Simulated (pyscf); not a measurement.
This saddle point was located with ωB97X-D3(BJ)/def2-SVP in PySCF.

```
Al
O 1 1.7092
H 2 0.9593 1 127.19
H 1 1.5859 2 114.40 3 -179.98
H 1 1.6836 4 124.95 2 179.99
C 5 1.7021 4 153.97 1 179.93
H 6 1.0950 5 101.09 4 -0.53
H 6 1.0952 7 116.18 5 -108.98
H 6 1.0952 7 116.17 8 -142.06
```
Charge 0, spin multiplicity 2.

Surface: doublet, charge 0. Lowest wavenumbers (cm⁻¹): 805i, 12, 69, 165, 407.

Q: Name the species on either side of this saddle.

A: `[OH][AlH2]` + `[CH3]` [doublet] <-> `[OH][AlH]` [doublet] + `[CH4]`, a hydrogen abstraction read from left to right: Al–H broken and C–H formed. At CCSD(T)/def2-TZVPP + ΔMP2(QZVPP) it lies +8.1 kcal/mol from the left side and +31.6 kcal/mol from the right (each side as separated species at their lowest minima found). One saddle was located; it need not be the lowest between these sides. The angle at the transferred H is 179°. The CCSD(T) − MP2 part came from Ansatz, without density fitting, on the same reference.
